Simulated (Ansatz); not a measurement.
Wavefunction methods compared: C2H, doublet

Program: Ansatz, Gaussian basis, development build; BCCD by scripts on PySCF. Nonrelativistic, STO-3G, 2 core orbitals frozen. Perturbation and coupled-cluster methods stand on the Hartree–Fock determinant that coupled cluster favours; RHF here means ROHF, with semicanonical perturbation theory. The state met can differ between shapes. The basis is small, far from the limit. The unrestricted determinant is a mixture of spins, so it may stand for another state.

Shape A. A bond is stretched, to 2.64 times the sum of the covalent radii.

```xyz
3

C     0.0000    0.0000    0.0000
H     0.0000    0.0000   -2.8269
C     0.0000    0.0000    1.2170
```

Shape B. A bond is stretched, to 2.34 times the sum of the covalent radii.

```xyz
3

C     0.0000    0.0000    0.0000
H     0.0000    0.0000   -1.0470
C     0.0000    0.0000    3.5536
```

Shape C. A bond is stretched, to 1.62 times the sum of the covalent radii.

```xyz
3

C     0.0000    0.0000    0.0000
H     0.0000    0.0000   -1.0470
C     0.0000    0.0000    2.4583
```

Correlation energy of CCSD(T), then each method's total less that of CCSD(T), in eV:

```tsv
case	E corr CCSD(T)	CCSD	BCCD	BCCD(T)	determinant
A RHF	-7.142	+0.348	+0.334	-0.001	–
B UHF	-1.039	0.000	0.000	0.000	⟨S²⟩ = 2.753
C UHF	-1.313	+0.015	-0.005	-0.031	⟨S²⟩ = 2.625
```

(1) Give full CI less CCSD(T). Is CCSD(T) good to 1 kcal/mol?

## Answers

(1) A RHF: -0.069 eV (outside); B UHF: -0.002 eV (within, spin-contaminated determinant); C UHF: -0.066 eV (outside, spin-contaminated determinant).

Several Brueckner solutions were met.
